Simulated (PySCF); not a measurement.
# Core-level binding energies of `[H]/N=C\C(=C)F`

Compound: C3H4FN.
SMILES with atom numbers: `[H]/[N:5]=[CH:4]\[C:2](=[CH2:1])[F:3]`

Structure used (PBE0-D3(BJ)/def2-SVP), in Å, numbered top down from 1:
```xyz
9
C3H4FN angstrom
C     -1.2866   -0.2011   -0.3884
C     -0.2243    0.6021   -0.3393
F     -0.3301    1.8887   -0.6765
C      1.1546    0.2477    0.0638
N      1.6028   -0.8762    0.4419
H     -2.2597    0.1770   -0.7036
H     -1.1956   -1.2523   -0.1122
H      1.8511    1.1014    0.0150
H      0.8625   -1.5878    0.4464
```

The calculation used PySCF, delta-SCF UKS SCAN, pcX-2 on the ionised atom, pcseg-1 elsewhere, spin-free X2C. Vertical ΔSCF values, vacuum level as zero.

Problem. What binding energy does each computed site have?

Solution. 
```csv
atom(s),bonded to,level,binding energy (eV),above the level's lowest (eV),count
F3,C,F 1s,693.53,0.00,1
N5,C (double bond) and H,N 1s,404.96,0.00,1
C2,"F, C (double bond) and C",C 1s,293.62,+2.63,1
C1,C (double bond) and 2 H,C 1s,290.99,0.00,1
```

The listed C 1s values span 2.63 eV, from C1 (bonded to C (double bond) and 2 H) to C2 (bonded to F, C (double bond) and C).

Problem. Which photon energy gives electrons from N 1s of N5 a kinetic energy of 150 eV, and what is their de Broglie wavelength?

Solution. hν = 404.96 + 150 = 554.96 eV, recoil neglected; λ = 12.264 Å/√(E/eV) = 1.00 Å.

The list is incomplete; no value stands for C 1s of C4 (hole states with ⟨S²⟩ of 1 or more are left out). Spin contamination (⟨S²⟩ against 0.75 for a pure doublet) is marked for C 1s of C2 (0.89), which makes this value less certain. Isolated species at its PBE0-D3(BJ)/def2-SVP geometry (one conformer only).
